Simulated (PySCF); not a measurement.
## Basis-set dependence of population analyses: `c1cc[pH]c1`

Species: C4H5P.
Atom-mapped SMILES: `[cH:1]1[cH:2][cH:3][pH:4][cH:5]1` (hydrogens: H6 on C1; H7 on C2; H8 on C3; H9 on P4; H10 on C5)

PBE0 throughout (PySCF), one geometry, spherical d and f functions. Isolated species at its PBE0-D3(BJ)/def2-SVP geometry, gas phase. Atoms taken as equivalent share a column and are averaged.

Mulliken charges (e):

```csv
basis,functions,C1/C2,C3/C5,P4,H6/H7,H8/H10,H9
STO-3G,34,-0.103,-0.236,+0.407,+0.079,+0.080,-0.047
6-31G,59,-0.090,-0.534,+0.477,+0.178,+0.191,+0.032
6-31G*,84,-0.135,-0.395,+0.284,+0.176,+0.194,+0.038
def2-SVP,99,-0.001,-0.240,+0.258,+0.034,+0.059,+0.040
"6-311+G(2d,p)",173,-0.132,-0.120,-0.026,+0.114,+0.123,+0.056
def2-TZVP,191,-0.118,-0.218,+0.067,+0.126,+0.137,+0.079
```

IAO charges (e):

```
        basis  functions   C1/C2   C3/C5      P4   H6/H7  H8/H10      H9
       STO-3G         34  -0.162  -0.329  +0.463  +0.133  +0.134  -0.017
        6-31G         59  -0.158  -0.349  +0.337  +0.158  +0.169  +0.024
       6-31G*         84  -0.149  -0.363  +0.407  +0.150  +0.161  -0.003
     def2-SVP         99  -0.150  -0.364  +0.412  +0.148  +0.158  +0.002
6-311+G(2d,p)        173  -0.158  -0.380  +0.429  +0.156  +0.167  +0.001
    def2-TZVP        191  -0.157  -0.382  +0.436  +0.155  +0.166  -0.001
```

Hirshfeld charges (e):

```tsv
basis	functions	C1/C2	C3/C5	P4	H6/H7	H8/H10	H9
STO-3G	34	-0.051	-0.103	+0.217	+0.025	+0.027	-0.014
6-31G	59	-0.053	-0.113	+0.104	+0.053	+0.055	+0.010
6-31G*	84	-0.049	-0.107	+0.093	+0.052	+0.055	+0.006
def2-SVP	99	-0.054	-0.110	+0.130	+0.051	+0.048	+0.001
6-311+G(2d,p)	173	-0.059	-0.117	+0.130	+0.055	+0.054	+0.003
def2-TZVP	191	-0.057	-0.114	+0.122	+0.055	+0.054	+0.003
```

ESP-fitted charges (e):

```tsv
basis	functions	C1/C2	C3/C5	P4	H6/H7	H8/H10	H9
STO-3G	34	-0.097	-0.101	+0.005	+0.072	+0.083	+0.081
6-31G	59	-0.097	-0.222	-0.122	+0.128	+0.181	+0.144
6-31G*	84	-0.092	-0.225	-0.084	+0.124	+0.175	+0.118
def2-SVP	99	-0.090	-0.224	-0.060	+0.120	+0.167	+0.115
6-311+G(2d,p)	173	-0.102	-0.235	-0.059	+0.132	+0.178	+0.113
def2-TZVP	191	-0.099	-0.225	-0.060	+0.128	+0.173	+0.107
```

Some averages cover members that differ in this geometry, most widely: C1/C2, ESP-fitted in 6-311+G(2d,p) -0.119 to -0.085; C1/C2, ESP-fitted in 6-31G -0.114 to -0.081; C1/C2, ESP-fitted in def2-TZVP -0.114 to -0.083; C1/C2, ESP-fitted in 6-31G* -0.107 to -0.077 e.

Question: Which scheme is steadiest as the basis changes?

Answer: Largest range over the bases for any column: Hirshfeld 0.12 e, IAO 0.13 e, ESP-fitted 0.13 e, Mulliken 0.50 e. Hirshfeld, IAO and ESP-fitted charges move least and Mulliken charges most, counted in e. Without the minimal STO-3G basis the ranges are Hirshfeld 0.04, IAO 0.10, ESP-fitted 0.06, Mulliken 0.50 e.

Question: How much do the charges still move between the two largest bases, 6-311+G(2d,p) and def2-TZVP?

Answer: At most, over all atoms: Mulliken 0.097 e, IAO 0.007 e, Hirshfeld 0.008 e, ESP-fitted 0.010 e.

Question: What do the same runs give for the total energy, the frontier levels and the dipole moment?

Answer: 
```json
{"basis": "STO-3G", "energy (Eh)": "-490.7110", "HOMO (eV)": "-4.44", "LUMO (eV)": "2.21", "μ (D)": "0.63"}
{"basis": "6-31G", "energy (Eh)": "-496.3314", "HOMO (eV)": "-6.62", "LUMO (eV)": "-0.87", "μ (D)": "1.01"}
{"basis": "6-31G*", "energy (Eh)": "-496.4022", "HOMO (eV)": "-6.54", "LUMO (eV)": "-0.91", "μ (D)": "0.89"}
{"basis": "def2-SVP", "energy (Eh)": "-496.2095", "HOMO (eV)": "-6.77", "LUMO (eV)": "-1.13", "μ (D)": "0.74"}
{"basis": "6-311+G(2d,p)", "energy (Eh)": "-496.4787", "HOMO (eV)": "-6.81", "LUMO (eV)": "-1.29", "μ (D)": "0.83"}
{"basis": "def2-TZVP", "energy (Eh)": "-496.4941", "HOMO (eV)": "-6.80", "LUMO (eV)": "-1.25", "μ (D)": "0.81"}
```

The dipole is fixed by the density alone, so its range of 0.38 D shows that the density itself changes with the basis, not only its division among atoms.
